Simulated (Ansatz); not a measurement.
Two Ansatz runs on Au

The cell was built from the fcc type and relaxed in the same program; it needn't be a known or the stable phase. The listed cell was then made from it by scaling, straining or moving an atom.

First run: DFT, PBE, all-electron LAPW, scalar-relativistic (Ansatz 0.2.0).

Command: `ansatz run input.yaml --threads 1 --pin off --max-ram 2048MiB --backend cpu --events-out ev --progress --plain --runs-dir out` The run took about 24 s on 1 thread of a shared machine.

```yaml
crystal:
  lattice:
    - [0.0, 2.0367013513, 2.078266685]
    - [2.0367013513, 0.0, 2.078266685]
    - [2.0367013513, 2.0367013513, 0.0]
  atoms:
    - { symbol: Au, position: [0.0, 0.0, 0.0] }
kpoints:
  mp_grid: { grid: [14, 14, 14] }
scf:
  occupations: { method: fermi_dirac, width: 0.03 }
hamiltonian:
  xc: pbe
  pseudopotentials: { kind: all_electron, lapw: { basis_error: 0.001 } }
output:
  forces: true
  stress: true
  eigenvalues: true
```

Result: converged; pressure 6.46 GPa; 8 SCF iterations.

No spin–orbit coupling, which matters for the heavy atoms here.

The input is then changed:

```diff
@@ -7,7 +7,9 @@
     - { symbol: Au, position: [0.0, 0.0, 0.0] }
 kpoints:
-  mp_grid: { grid: [14, 14, 14] }
+  mp_grid: { grid: [18, 18, 18] }
 scf:
   occupations: { method: fermi_dirac, width: 0.03 }
+  lower_state_search: standard
+  mixing: { algorithm: msr1, beta: 0.9, ndim: 4 }
 hamiltonian:
   xc: pbe
```

Predict the outcome of the changed run.

It converged; energy at zero smearing -3.1 meV/atom from the first run; pressure 6.58 GPa; 10 SCF iterations.
